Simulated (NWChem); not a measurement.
CH4S cation, doublet; SMILES of the neutral closed-shell parent SC

```xyz
6

C      0.0191     1.1247     0.0000
S      0.0731    -0.6432     0.0000
H     -0.5335     1.4723     0.8947
H      1.0527     1.4961     0.0000
H     -0.5335     1.4723    -0.8947
H     -1.2692    -0.8978     0.0000
```
Atoms are numbered in this order, from 1.

Computed with NWChem. Spin-unrestricted. Coordinates come from a PBE0/def2-SVP, spin-unrestricted optimisation. The spin multiplicity was typed, not searched, and may not be the lowest. No stability test was run on the SCF state.

For level B97-2/def2-SVP:

- highest occupied level (eV): -15.77
- lowest empty minus highest occupied level, either spin (eV): 3.61

Task: What are these values for level PBE/def2-SVP?

Result: highest occupied level (eV): -14.57
lowest empty minus highest occupied level, either spin (eV): 1.62
